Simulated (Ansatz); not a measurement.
# Pressure series in Cu

Start from Cu in the fcc (Cu type) structure (space group Fm-3m, No. 225; a = 3.577 Å).

Cell and atoms are relaxed at each pressure.

Computed with r2SCAN (Ansatz, an electronic-structure program; PAW; 500 eV plane waves; no SOC).

```json
[
 {"pressure (GPa)": "-2", "volume per atom (Å³/atom)": "11.584"},
 {"pressure (GPa)": "-1", "volume per atom (Å³/atom)": "11.510"},
 {"pressure (GPa)": "0", "volume per atom (Å³/atom)": "11.440"},
 {"pressure (GPa)": "0.9", "volume per atom (Å³/atom)": "11.378"},
 {"pressure (GPa)": "2.1", "volume per atom (Å³/atom)": "11.298"},
 {"pressure (GPa)": "4.5", "volume per atom (Å³/atom)": "11.149"},
 {"pressure (GPa)": "15", "volume per atom (Å³/atom)": "?"},
 {"pressure (GPa)": "22.5", "volume per atom (Å³/atom)": "10.293"},
 {"pressure (GPa)": "30", "volume per atom (Å³/atom)": "10.027"}
]
```

Fit the third-order Birch–Murnaghan form P(V) = (3B₀/2)[(V₀/V)^(7/3) − (V₀/V)^(5/3)]·[1 + (3/4)(B₀′ − 4)((V₀/V)^(2/3) − 1)] (squares taken in P) to the rows shown and predict the withheld row.

Least squares on the printed values gives V₀ = 11.439 Å³/atom, B₀ = 164 GPa, B₀′ = 5.0; this predicts 10.604 Å³/atom, and the run gives 10.604 Å³/atom, in agreement.

Measured bulk modulus of Cu: 144.3 GPa (static lattice; corrected from measurement; as listed in Daniel Mejia-Rodriguez, S. B. Trickey, Phys. Rev. B (2018)); the computed value is 14 % above it.

Load acts through the strain it causes; cell and atoms are relaxed under it. Stability against distortions was not tested. Competing high-pressure phases were not computed. All final runs are without spin polarisation.
